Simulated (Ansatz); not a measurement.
The input, for Ansatz 0.2.0:

```yaml
crystal:
  periodic: [false, false, false]
  atoms:
    - {symbol: Ge, position_ang: [0.000000, 0.000000, 0.000000]}
    - {symbol: C, position_ang: [0.000000, 0.000000, 5.287000]}
basis:
  gaussian: {orbitals: cc-pVDZ, occupation: {up: {"A1": 11, "A2": 1, "B1": 4, "B2": 3}, down: {"A1": 11, "A2": 1, "B1": 4, "B2": 3}}}
correlation: {method: fci, electrons: outside_noble_gas}
```

```sh
$ ansatz run in.yaml --threads 2 --pin off --events-out ev --progress --plain --max-ram 24576MiB --backend cuda --devices 0, --max-vram 18GiB
```

The program prints:

```
719 factors; integrals over basis functions are off by at most 1.5e-7 eV
mean field evaluation 1: about -57469.3611 eV, gradient 3.8e1 eV
mean field evaluation 2: about -57483.9921 eV, gradient 2.4e1 eV
mean field evaluation 4: about -57490.7504 eV, gradient 1.1e1 eV
mean field evaluation 8: about -57492.9432 eV, gradient 1.1e-2 eV
mean field -57492.94318415 eV, -2112.8266919010 hartree, gradient 3.6e-6 eV, S^2 0.000000; 0 other end points of the search recorded, 0 dependent functions left out; unrestricted orbitals would lower it
mean field evaluation 16: about -57494.1894 eV, gradient 2.6e0 eV
mean field evaluation 32: about -57496.0318 eV, gradient 3.1e-4 eV
mean field evaluation 64: about -57496.0299 eV, gradient 3.9e-1 eV
mean field evaluation 96: about -57496.0299 eV, gradient 3.9e-1 eV
unrestricted determinant -57496.03192306 eV, -2112.9402009623 hartree, S^2 2.0359
15 core orbitals not correlated: weight in the atoms' cores, before any rotation towards them, 1.000 or more for the frozen orbitals, at most 0.000 for the correlated occupied ones
reference -57492.94318415 eV, -2112.8266919010 hartree; 4, 4 occupied and 22, 22 virtual orbitals, 719 factors
state -57500.63329012 eV, -2113.1092980830 hartree
Total energy: -57500.63329012 eV, -2113.1092980830 hartree
```

Natural occupations: 1.9296 1.9265 0.9340 0.9236 0.9236 0.8456 0.2120 0.2047 0.0095 0.0095 0.0087 0.0075 0.0074 0.0067 0.0055 0.0055 0.0051 0.0051 0.0048 0.0046 0.0045 0.0040 0.0040 0.0032.

Ran on 2 threads of AMD EPYC 7R13 with a shared H100 80 GB, shared host: 23 s wall, 0.76 GiB peak host memory.
